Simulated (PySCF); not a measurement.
Gas-phase reaction: 2 AlH2Cl + 2 HCl ⇌ Al2H6 + 2 Cl2

Energies from PySCF, thermal terms from the rigid-rotor harmonic-oscillator model, ideal gas at 1 bar. † marks an energy on the PBE0/def2-TZVP geometry and frequencies; other levels use their own. CCSD(T) freezes the core. 6-31G* has spherical d functions here. All species are closed-shell singlets. AlH2Cl, Al2H6: computed as isolated molecules; such fragments, hydroxides, amides, oligomers or adducts are transient or little studied in the gas. CCSD(T) isn't extrapolated to the basis-set limit; its ΔH°(298 K) is 573.9 kJ in def2-SVP and 546.0 kJ in def2-TZVPP. The harmonic model lacks anharmonicity and excited electronic states, which grow with temperature; levels with a mode under 35 cm⁻¹ are left out.

| level | ΔE electronic, kJ | ΔH°(298 K), kJ | ΔS°(298 K), J/K | ΔG°(2500 K), kJ |
|---|---|---|---|---|
| CCSD(T)/def2-TZVPP† | 543 | 546 | -159 | 918 |
| HF/6-31G* | 617 | 619 | -160 | 996 |
| PBE/def2-TZVP† | 485 | 488 | -159 | 859 |
| PBE0/def2-QZVP† | 514 | 517 | -159 | 888 |
| r2SCAN/def2-TZVP† | 521 | 524 | -159 | 895 |
| ωB97M-V/def2-TZVP† | 524 | 527 | -159 | 898 |
ΔH° is lowest at PBE/def2-TZVP† and highest at HF/6-31G*. No reference value is set beside these.
